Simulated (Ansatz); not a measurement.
**P₂F (doublet): wave-function methods side by side, def2-TZVPP**

One table from this session's results is given with a row withheld; the runs are named, their logs left out.

Method: def2-TZVPP, core rule «outside noble gas», up to 11 orbitals frozen; program: Ansatz 0.2.0, Gaussian basis.

To be run: UHF; ROHF; CCSD(T) on UHF.

## The system

The geometry is a PBE0/def2-TZVP stationary point (not a proven minimum) of the parent state, kept for this charge and spin.

3 atoms, charge 0, spin multiplicity 2.

Atoms are counted from 1 here; the program's logs count them from 0.

Bond lengths: F1–P2 1.607 Å, P2–P3 2.278 Å. Angles: F1–P2–P3 98.1°.

The first run:

The input, in.yaml:

```yaml
crystal:
  periodic: [false, false, false]
  atoms:
    - {symbol: F, position_ang: [0.000000, -0.771205, 1.406859]}
    - {symbol: P, position_ang: [0.000000, 0.637627, 0.634340]}
    - {symbol: P, position_ang: [0.000000, -0.164593, -1.497266]}
basis:
  gaussian: {orbitals: def2-TZVPP}
magnetization: {spin_polarized: true, initial_magnetization: 1}
hamiltonian: {xc: hf}
output: {orbitals: {seedname: orbitals}}
```

The run is started by

```sh
> ansatz run in.yaml --threads 1 --pin off --events-out ev --progress --plain --max-ram 4096MiB --backend cpu
```

Steps of the session up to this table: UHF; ROHF; CCSD(T) on UHF.

One table of the session follows, with a row left open; its other results are not shown here.

```
  method  from UCCSD(T) (kcal/mol)
    ROHF                   +359.15
     UHF                   +333.77
    UMP2                    +39.95
   UCCSD                         ?
UCCSD(T)                         0
```

Estimate the missing values for UCCSD.

**Answer.** from UCCSD(T) (kcal/mol): +15.18. In the column «from UCCSD(T) (kcal/mol)» it lies between UCCSD(T) (0) and UMP2 (+39.95).

To keep in mind: The determinant is far from a pure spin state, so its energy mixes those of several spin states (harmless only where they are near-degenerate, as at dissociation).
